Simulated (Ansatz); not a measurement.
# SiH₄S + HF: a complex and its separated parts

The complex below is one end of an elementary step. How strongly is it bound against its free parts?

Computed with Ansatz 0.2.0, Gaussian basis. Level: PBE0-D4/def2-TZVP structures, single points in def2-TZVPP, no counterpoise correction.

Levels: SPW92, PBE-D4, BLYP-D4, r2SCAN-D4, B97M-V, PBE0-D4, B3LYP-D4, r2SCAN0-D4, BHLYP-D4, CAM-B3LYP-D4, wB97X-V, wB97M-V, B2PLYP, PBE-QIDH, RPA on PBE, Hartree-Fock, MP2, CCSD, CCSD(T).

Cores are frozen in the correlated methods. B3LYP uses VWN-RPA correlation. B2PLYP carries no dispersion term here.

21 further runs of the same task are left out: 21 set aside as unsound or not needed.

## (1) Where the work starts

The complex: 8 atoms, charge 0, spin multiplicity 1.

Atoms are counted from 1 here; the program's logs count them from 0.

Bond lengths: Si1–S2 2.157 Å, Si1–H3 1.481 Å, Si1–H4 1.483 Å, Si1–H5 1.480 Å, S2–H8 1.344 Å, H6–F7 0.936 Å. Angles: S2–Si1–H3 110.4°, S2–Si1–H4 110.0°, S2–Si1–H5 104.3°, H3–Si1–H4 110.1°, H3–Si1–H5 111.3°, H4–Si1–H5 110.7°, Si1–S2–H8 95.0°.

Geometry (Å):

```
atom    x (Å)    y (Å)    z (Å)
 Si1  -0.9054   0.6573   0.0076
  S2   0.1982  -0.7807   1.1764
  H3  -0.0045   1.3521  -0.9403
  H4  -1.5621   1.6408   0.9019
  H5  -1.9157  -0.1531  -0.7084
  H6   1.3456  -1.3540  -0.6200
  F7   1.7489  -1.4698  -1.4569
  H8   1.0950   0.1074   1.6397
```

Its parts: SiH₄S holds atoms 1, 2, 3, 4, 5, 8; HF holds atoms 6, 7. Each part counts its atoms afresh in its own runs.

## (2) Relaxing SiH₄S alone

File relax-a/in.yaml:

```yaml
crystal:
  periodic: [false, false, false]
  atoms:
    - {symbol: Si, position_ang: [-0.905435, 0.657347, 0.007600]}
    - {symbol: S, position_ang: [0.198233, -0.780675, 1.176370]}
    - {symbol: H, position_ang: [-0.004451, 1.352086, -0.940264]}
    - {symbol: H, position_ang: [-1.562149, 1.640848, 0.901878]}
    - {symbol: H, position_ang: [-1.915740, -0.153081, -0.708407]}
    - {symbol: H, position_ang: [1.094958, 0.107440, 1.639654]}
basis:
  gaussian: {orbitals: def2-TZVP}
hamiltonian: {xc: pbe0, dispersion: d4}
relax: {f_tol: 0.005, max_steps: 200}
```

No record of the launch command was kept for these runs.

The runs that follow: Relaxing HF alone; wB97M-V/def2-TZVPP; CCSD(T)/def2-TZVPP; CCSD(T)/def2-QZVPP; Vibrations of SiH₄S; Vibrations of HF.

**Question.** What will these runs give? Wanted: complex less parts, CCSD(T)/def2-TZVPP; with zero-point energy; largest T1 diagnostic.

**Answer**, as computed:

| quantity | value |
| --- | --- |
| complex less parts, CCSD(T)/def2-TZVPP | -20.2 kJ/mol |
| with zero-point energy | -13.5 kJ/mol |
| largest T1 diagnostic | 0.011 |

What this shows: At CCSD(T) the complex lies 20.2 kJ/mol below its parts. B2PLYP is the best functional here (-1.4 kJ/mol from CCSD(T)); SPW92 is the worst (-20.6 kJ/mol). Mean unsigned error by rung: LDA 20.6, GGA 8.9, meta-GGA 3.8, hybrid 5.1, range-separated hybrid 4.8, double hybrid 1.6 kJ/mol. PBE-D4 gives a relative energy 10.0 kJ/mol too low, outside chemical accuracy (1 kcal/mol, 4.2 kJ/mol). No counterpoise was applied, and triple zeta lacks some correlation, so the CCSD(T) reference has a basis error of its own, and close matches with it are partly luck.
